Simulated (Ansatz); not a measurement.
# CH₇FSi (built from SMILES C.F[SiH3]): a reaction path by the nudged elastic band

Aim: the minimum-energy path between two given structures and its highest point. Both ends were relaxed at PBE0-D4 in triple zeta.

Computed with Ansatz 0.2.0, Gaussian basis. Level: PBE0-D4/def2-SVP.

23 further runs of the same task are left out: 1 that didn't finish, 22 set aside as unsound or not needed.

## Step 1: The starting structure

The first end: 10 atoms, charge 0, spin multiplicity 1.

Atoms are counted from 1 here; the program's logs count them from 0.

Bond lengths: Si1–F2 1.601 Å, Si1–H3 1.482 Å, Si1–H4 1.481 Å, Si1–H5 1.482 Å, H6–C7 1.089 Å, C7–H8 1.090 Å, C7–H9 1.090 Å, C7–H10 1.090 Å. Angles: F2–Si1–H3 108.2°, F2–Si1–H4 108.4°, F2–Si1–H5 108.2°, H3–Si1–H4 110.6°, H3–Si1–H5 110.6°, H4–Si1–H5 110.6°, H6–C7–H8 109.5°, H6–C7–H9 109.6°, H6–C7–H10 109.5°, H8–C7–H9 109.4°, H8–C7–H10 109.4°, H9–C7–H10 109.4°.

As a file:

```
atom     x (Å)     y (Å)     z (Å)
 Si1  -0.86064   0.96625  -1.63411
  F2   0.71391   1.06314  -1.36008
  H3  -1.06046   0.40494  -2.99095
  H4  -1.46084   0.08122  -0.60920
  H5  -1.43088   2.33108  -1.54473
  H6   1.30398  -0.35299   0.86968
  C7   0.82049  -0.96875   1.62722
  H8   0.06146  -0.38168   2.14418
  H9   1.56263  -1.31390   2.34664
 H10   0.35035  -1.82933   1.15145
```

The second end:

```
Si   -0.88695    0.00583   -0.53804
F     2.30526    1.43310   -0.42312
H    -0.78362   -0.77924   -1.79429
H    -2.31885    0.25363   -0.22976
H    -0.28612    1.35276   -0.81806
H     1.39393    1.50558   -0.58320
C     0.00608   -0.81579    0.87703
H    -0.07251   -0.21521    1.78578
H     1.06527   -0.94101    0.64347
H    -0.42248   -1.79963    1.08029
```

## Step 2: The band at PBE0-D4/def2-SVP

Contents of neb/in.yaml:

```yaml
crystal:
  periodic: [false, false, false]
  atoms:
    - {symbol: Si, position_ang: [-0.860640, 0.966255, -1.634112]}
    - {symbol: F, position_ang: [0.713905, 1.063138, -1.360080]}
    - {symbol: H, position_ang: [-1.060458, 0.404945, -2.990949]}
    - {symbol: H, position_ang: [-1.460837, 0.081218, -0.609205]}
    - {symbol: H, position_ang: [-1.430878, 2.331084, -1.544729]}
    - {symbol: H, position_ang: [1.303976, -0.352991, 0.869678]}
    - {symbol: C, position_ang: [0.820492, -0.968747, 1.627216]}
    - {symbol: H, position_ang: [0.061465, -0.381677, 2.144180]}
    - {symbol: H, position_ang: [1.562628, -1.313899, 2.346644]}
    - {symbol: H, position_ang: [0.350347, -1.829326, 1.151455]}
basis:
  gaussian: {orbitals: def2-SVP}
hamiltonian: {xc: pbe0, dispersion: d4}
neb:
  images: 5
  climbing: true
  max_iterations: 40
  initial_path: idpp
  final_atoms:
    - {symbol: Si, position_ang: [-0.886954, 0.005825, -0.538041]}
    - {symbol: F, position_ang: [2.305256, 1.433097, -0.423117]}
    - {symbol: H, position_ang: [-0.783623, -0.779245, -1.794287]}
    - {symbol: H, position_ang: [-2.318850, 0.253627, -0.229761]}
    - {symbol: H, position_ang: [-0.286120, 1.352762, -0.818056]}
    - {symbol: H, position_ang: [1.393930, 1.505584, -0.583200]}
    - {symbol: C, position_ang: [0.006080, -0.815791, 0.877028]}
    - {symbol: H, position_ang: [-0.072512, -0.215215, 1.785779]}
    - {symbol: H, position_ang: [1.065275, -0.941010, 0.643467]}
    - {symbol: H, position_ang: [-0.422484, -1.799632, 1.080289]}
```

The run is started by

```sh
$ ansatz run in.yaml --threads 2 --pin off --events-out ev --progress --plain --max-ram 4352MiB
```

What does the calculation give? Wanted: from earlier runs: barrier over the separately found saddle, CCSD(T)/def2-TZVPP.

**Answer**, as computed:

| quantity | value |
| --- | --- |
| PBE0-D4/def2-SVP, 24 iterations | highest 258.5 kJ/mol (image 4), last end +112.6 kJ/mol |
| from earlier runs: barrier over the separately found saddle, CCSD(T)/def2-TZVPP | 300.2 kJ/mol |

What this shows: The highest image lies 258.5 kJ/mol above the first end, and it climbed, so it estimates the saddle. The ends are not quite minima at this level (largest force component 0.96 eV/Å), so the heights are unreliable: relaxing the first end would lower it and raise the barrier above it. The highest image is 41.7 kJ/mol below the CCSD(T) barrier in triple zeta, which comes from separate runs on the saddle.
